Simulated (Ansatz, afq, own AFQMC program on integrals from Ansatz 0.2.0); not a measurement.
Where AFQMC and coupled cluster stand for NH⁻, quartet

```xyz
2

N     0.0000    0.0000    0.0000
H     0.0000    0.0000    1.0366
```

Basis aug-cc-pVTZ. Only valence electrons are correlated. Ansatz 0.2.0 and our own AFQMC program on the same integrals; the CISD trial comes from CCSD amplitudes, and released means the phaseless constraint is let go. Free AFQMC starts from the CCSD state and is never constrained. Its projection time is finite, and what remains of the start isn't in its error. Uncertainties: one standard error, sampling alone.

Determinant: UHF, the one that the program's search chose, which needn't be the lowest solution. The geometry is a PBE0/def2-TZVPD stationary point of this or a neighbouring charge and spin state.

No full CI on the walks' own integrals is used here; CCSDT(Q) serves as the reference and is uncertain by about the last step of the cluster series.

Cautions: another spin lies lower; at this level and basis the anion state lies above a neutral one.

The T1 diagnostic is 0.0177, the weight of the determinant in the CISD state is 0.942 and the ⟨S²⟩ of the determinant is 3.766. The size of the correlated space is 7 electrons in 68 orbitals.

```json
{"level": "MP2", "correlation energy (eV)": "-3.8881"}
{"level": "CCSD", "correlation energy (eV)": "-4.4157"}
{"level": "CCSD(T)", "correlation energy (eV)": "-4.5428"}
```

(1) Estimate where free-projection AFQMC lies against CCSD(T) on the same integrals.

(1) 2.1 ± 0.3 kJ/mol below CCSD(T).

Reference: CCSDT(Q), correlation energy -4.562 eV. The released energy is read at 2.40 1/Eh (meV from the phaseless value at times in 1/Eh: 0.5 ± 2.0 at 0.24, -0.8 ± 1.7 at 0.51, -2.8 ± 1.7 at 0.99, -1.4 ± 1.9 at 1.62, -3.8 ± 2.4 at 2.40).

```csv
level,E − E(reference) (kJ/mol),share of correlation (%)
CCSD(T),1.9,99.57
CCSDT,0.4,99.92
ph-AFQMC/HF,1.5 ± 2.0,99.66
ph-AFQMC/CISD,0.3 ± 0.2,99.92
released AFQMC,0.0 ± 0.2,100.01
free AFQMC,-0.2 ± 0.3,100.04
```

Free projections are given only where their last times agree within the noise and don't stop above the reference; a slow remainder of the start can still hide under it. A walk keeps the symmetry of its determinant, which the program's search chose and which needn't be the lowest solution, so a lower state of the same spin and another symmetry isn't excluded. Released energies are given only where the last usable release times agree within the noise; a slower fall can still hide under it.
